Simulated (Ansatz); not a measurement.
# SiO2 (singlet): from Hartree-Fock to the top rungs, cc-pVDZ

The task here is to estimate one member of a computed series from the others.

Method: cc-pVDZ, core rule «outside noble gas», up to 7 orbitals frozen; program: Ansatz 0.2.0, Gaussian basis.

Plan: UHF; CCSD(T) on RHF; CCSD(T) on UHF; BCCD(T) on RHF; CISD; CCSDT(Q) on RHF; CCSDT(Q) on UHF; CASSCF and MRCISD+Q, 12 electrons in 10 orbitals; CASSCF and NEVPT2, 12 electrons in 10 orbitals.

35 further runs of the same task are left out: 12 for a known fault of the program, 7 that didn't finish, 16 set aside as unsound or not needed. Runs told in other sessions of the task aren't counted.

### What is computed

The geometry is a PBE0/def2-TZVP stationary point (not a proven minimum) of the parent state, kept for this charge and spin.

3 atoms, charge 0, spin multiplicity 1.

Atoms are counted from 1 here; the program's logs count them from 0.

Bond lengths: O1–O2 1.343 Å, O2–Si3 1.710 Å. Angles: O1–O2–Si3 113.5°.

Set-up of the first run:

in.yaml

```yaml
crystal:
  periodic: [false, false, false]
  atoms:
    - {symbol: O, position_ang: [0.000000, -0.345870, 1.455845]}
    - {symbol: O, position_ang: [0.000000, 0.564635, 0.468388]}
    - {symbol: Si, position_ang: [0.000000, -0.124623, -1.096174]}
basis:
  gaussian: {orbitals: cc-pVDZ}
magnetization: {spin_polarized: true, initial_magnetization: 0}
hamiltonian: {xc: hf}
output: {orbitals: {seedname: orbitals}}
```

Run with:

```bash
> ansatz run in.yaml --threads 1 --pin off --events-out ev --progress --plain --max-ram 2393MiB
```

Among the steps run: UHF; CCSD(T) on RHF; CCSD(T) on UHF; BCCD(T) on RHF; CISD; CCSDT(Q) on RHF; CCSDT(Q) on UHF; CASSCF and MRCISD+Q, 12 electrons in 10 orbitals; CASSCF and NEVPT2, 12 electrons in 10 orbitals.

One table of the session follows, with a row left open; its other results are not shown here.

| method | from RCCSDT(Q) (kJ/mol) |
| --- | --- |
| RHF | +1403.2 |
| UHF | +1232.7 |
| RMP2 | +192.5 |
| CISD | +308.5 |
| RCCSD | +146.4 |
| RCCSD(T) | +64.4 |
| BCCD(T) | +76.5 |
| RCCSDT | +66.1 |
| RCCSDT(Q) | 0 |
| CASSCF valence | +941.9 |
| NEVPT2 valence | +188.8 |
| MRCISD valence | ? |
| MRCISD+Q valence | +69.7 |

Estimate the missing values for MRCISD valence.

As computed: from RCCSDT(Q) (kJ/mol): +143.1. In the column «from RCCSDT(Q) (kJ/mol)» it lies between BCCD(T) (+76.5) and RCCSD (+146.4).

Not comparable, so not listed: CCSD(T) on UHF; CCSDT(Q) on UHF (they don't share determinant, frozen orbitals or solution with the rows shown, or repeat one).

Limits of these values: The determinant of HF (⟨S²⟩ 1.03) is far from a pure spin state, so its energy mixes those of several spin states; that is harmless only where they are near-degenerate. The program flags RCCSD(T), BCCD(T), RCCSDT(Q) as in doubt, so the zero of the table is itself unsure. Warnings: restricted reference is unstable; spin contamination; large T1 diagnostic.
